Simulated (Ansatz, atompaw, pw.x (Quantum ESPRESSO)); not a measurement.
pw.x on bcc Sb: one setting changed

Potential: PAW, atompaw 4.2.0.5, PBEsol; core [Kr] 4d10, reference 5s2 5p3; waves: 5s (bound): rc 1.80 bohr; 5s channel at 3.65 Ry: rc 1.80 bohr; 5p (bound): rc 2.25 bohr; 5p channel at 0.25 Ry: rc 2.25 bohr; 5d channel at 0.3 Ry: rc 2.35 bohr; local part: bessel scheme, radius 2.10 bohr; core correction: smooth core density matched at 1.35 bohr; augmentation: besselshape compensation charge, radius 1.95 bohr; PAW radius 2.35 bohr; waves and projectors: custom polynom2 7 10 vanderbiltortho.

The reference run (k-mesh 12³, cutoffs 40/400 Ry, Fermi–Dirac 0.01 Ry, mixing_beta 0.4, conv_thr 1e-9, no spin) gives -0.19 GPa at 25.946 Å³/atom, where all-electron LAPW gives 0.11 GPa. This run, with its own iteration cap, changes smearing to mv.

```
&control
  calculation='scf', prefix='x', pseudo_dir='./', outdir='./tmp', tstress=.true., disk_io='none'
/
&system
  ibrav=0, nat=1, ntyp=1, ecutwfc=40, ecutrho=400, nbnd=9,
  occupations='smearing', smearing='mv', degauss=0.01
/
&electrons
  conv_thr=1e-09, mixing_beta=0.4, electron_maxstep=70
/
ATOMIC_SPECIES
Sb 1.0 Sb.UPF
CELL_PARAMETERS angstrom
  -1.86496266 1.86496266 1.86496266
  1.86496266 -1.86496266 1.86496266
  1.86496266 1.86496266 -1.86496266
ATOMIC_POSITIONS crystal
Sb 0.0000 0.0000 0.0000
K_POINTS automatic
12 12 12 0 0 0
```

```bash
pw.x < Sb.scf.in > Sb.scf.out
```

Q: How does the run end?

A: It converges in 6 iterations; the free energy moves by +16.7 meV/atom and the pressure by +0.03 GPa. This scheme is built to cancel the term in the square of the width that Fermi–Dirac smearing leaves in the F of a metal.

```
Message from routine setup:
     using ibrav=0 with symmetry is DISCOURAGED, use correct ibrav instead
     lattice parameter (alat)  =       6.1042  a.u.
     unit-cell volume          =     175.0923 (a.u.)^3
     number of electrons       =         5.00
     number of Kohn-Sham states=            9
     kinetic-energy cutoff     =      40.0000  Ry
     charge density cutoff     =     400.0000  Ry
     scf convergence threshold =      1.0E-09
     Exchange-correlation= SLA PW PSX PSC
     number of k points=    72  Marzari-Vanderbilt smearing, width (Ry)=  0.0100
     negative rho (up, down):  6.738E-03 0.000E+00
     iteration #  1     ecut=    40.00 Ry     beta= 0.40
     negative rho (up, down):  5.988E-03 0.000E+00
     total energy              =    -341.97167049 Ry
     estimated scf accuracy    <       0.00192779 Ry
     iteration #  2     ecut=    40.00 Ry     beta= 0.40
     negative rho (up, down):  5.113E-03 0.000E+00
     total energy              =    -341.97153042 Ry
     estimated scf accuracy    <       0.00056397 Ry
     iteration #  3     ecut=    40.00 Ry     beta= 0.40
     negative rho (up, down):  5.117E-03 0.000E+00
     total energy              =    -341.97156706 Ry
     estimated scf accuracy    <       0.00000452 Ry
     iteration #  4     ecut=    40.00 Ry     beta= 0.40
     negative rho (up, down):  5.102E-03 0.000E+00
     total energy              =    -341.97156922 Ry
     estimated scf accuracy    <       0.00000006 Ry
     iteration #  5     ecut=    40.00 Ry     beta= 0.40
     negative rho (up, down):  5.092E-03 0.000E+00
     total energy              =    -341.97156926 Ry
     estimated scf accuracy    <          1.5E-09 Ry
     iteration #  6     ecut=    40.00 Ry     beta= 0.40
     negative rho (up, down):  5.092E-03 0.000E+00
     the Fermi energy is     8.3419 ev
!    total energy              =    -341.97156926 Ry
     estimated scf accuracy    <          3.1E-10 Ry
     smearing contrib. (-TS)   =      -0.00018987 Ry
     convergence has been achieved in   6 iterations
     negative rho (up, down):  5.092E-03 0.000E+00
          total   stress  (Ry/bohr**3)                   (kbar)     P=       -1.64
     Message from routine punch:
     Nothing written, as per user request (disk_io='none')
```

The run took about 5.6 s on one core of a shared host (Intel(R) Xeon(R) 6975P-C, 192 threads, 1512 GiB, load 88).
